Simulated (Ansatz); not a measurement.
**Breaking a bond in [BH3]− (SMILES [BH3-])**

[BH3]−: 4 atoms, total charge -1, spin state doublet. As SMILES, `[BH3-]`. The shape is that of a GFN2-xTB optimisation.

```xyz
4

B     0.1504   -0.0373   -0.2338
H     0.9171    0.4526    0.6285
H    -0.2792   -1.1611    0.1184
H    -0.7883    0.7459   -0.5131
```

The B1–H3 distance is scanned; the parts on either side stay rigid. Basis 3-21G, 1 core orbital frozen in the correlated methods; program Ansatz 0.2.0. FCI is exact within this basis and core. Energies in eV from each method's value at 1.254 Å; open shells run as named. The set has no diffuse functions, which an anion needs. The shape above is that at 1.254 Å.

| distance (Å) | USVWN5 | UPBE0 | U-wB97M-V | UHSE06 | UBCCD(T) | UCCSDT(Q) | FCI |
| --- | --- | --- | --- | --- | --- | --- | --- |
| 1.254 | 0.00 | 0.00 | 0.00 | 0.00 | 0.00 | 0.00 | 0.00 |
| 1.567 | 0.60 | 0.62 | 0.64 | 0.62 | 0.56 | 0.55 | 0.55 |
| 1.880 | 1.49 | 1.54 | 1.58 | 1.53 | 1.38 | 1.38 | 1.38 |
| 2.507 | 2.90 | 2.99 | 3.08 | 2.98 | 2.69 | 2.68 | 2.68 |
| 3.134 | 3.60 | 3.63 | 3.91 | 3.62 | 3.48 | 3.45 | 3.45 |

Departure from the FCI curve at its largest: USVWN5 +0.22 eV at 2.51 Å; UPBE0 +0.31 eV at 2.51 Å; U-wB97M-V +0.46 eV at 3.13 Å; UHSE06 +0.30 eV at 2.51 Å; UBCCD(T) +0.04 eV at 3.13 Å; UCCSDT(Q) within 0.005 eV. For the functionals part of the departure is owed to the small basis.
